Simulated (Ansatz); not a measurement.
# PH2+ (singlet): from Hartree-Fock to the top rungs at a displaced geometry (v1), cc-pVDZ

One table from this session's results is given with a row withheld; the runs are named, their logs left out.

Computed with Ansatz 0.2.0, Gaussian basis. Level: cc-pVDZ, core rule «outside noble gas», up to 5 orbitals frozen.

The runs, in order: UHF; CCSD(T) on RHF; CCSD(T) on UHF; BCCD(T) on RHF; CISD; CCSDT(Q) on RHF; CCSDT(Q) on UHF; CCSDTQ on RHF; CASSCF and MRCISD+Q, 6 electrons in 6 orbitals; CASSCF and NEVPT2, 6 electrons in 6 orbitals; Full CI.

13 further runs of the same task are left out: 4 that didn't finish, 9 set aside as unsound or not needed.

**The geometry**

The geometry is a PBE0/def2-TZVP stationary point (not a proven minimum) with its atoms shifted at random (size 0.040 Å).

3 atoms, charge 1, spin multiplicity 1.

Atoms are counted from 1 here; the program's logs count them from 0.

Bond lengths: P1–H2 1.426 Å, P1–H3 1.423 Å. Angles: H2–P1–H3 89.7°.

Set-up of the first run:

Contents of in.yaml:

```yaml
crystal:
  periodic: [false, false, false]
  atoms:
    - {symbol: P, position_ang: [-0.001415, -0.061651, 0.001983]}
    - {symbol: H, position_ang: [-0.002248, 0.917602, -1.034726]}
    - {symbol: H, position_ang: [0.045716, 0.976910, 0.973775]}
basis:
  gaussian: {orbitals: cc-pVDZ}
total_charge: 1
magnetization: {spin_polarized: true, initial_magnetization: 0}
hamiltonian: {xc: hf}
output: {orbitals: {seedname: orbitals}}
```

Run with:

```console
ansatz run in.yaml --threads 1 --pin off --events-out ev --progress --plain --max-ram 2393MiB
```

Among the steps run: UHF; CCSD(T) on RHF; CCSD(T) on UHF; BCCD(T) on RHF; CISD; CCSDT(Q) on RHF; CCSDT(Q) on UHF; CCSDTQ on RHF; CASSCF and MRCISD+Q, 6 electrons in 6 orbitals; CASSCF and NEVPT2, 6 electrons in 6 orbitals; Full CI.

One table of the session follows, with a row left open; its other results are not shown here.

It belongs to the step «Misses and costs». 

```
          method  from FCI (kJ/mol)
             RHF             +340.5
             UHF             +331.3
            RMP2              +85.6
            CISD              +21.8
           RCCSD               +8.4
        RCCSD(T)               +1.9
         BCCD(T)               +1.9
          RCCSDT               +0.4
       RCCSDT(Q)                  ?
         RCCSDTQ                0.0
  CASSCF valence             +194.6
  NEVPT2 valence              +56.6
  MRCISD valence               +7.6
MRCISD+Q valence               +0.5
             FCI                  0
```

Estimate the missing values for RCCSDT(Q).

As computed: from FCI (kJ/mol): +0.1. In the column «from FCI (kJ/mol)» it lies between FCI (0) and RCCSDT (+0.4).

Not comparable, so not listed: CCSD(T) on UHF; CCSDT(Q) on UHF (they don't share determinant, frozen orbitals or solution with the rows shown, or repeat one).
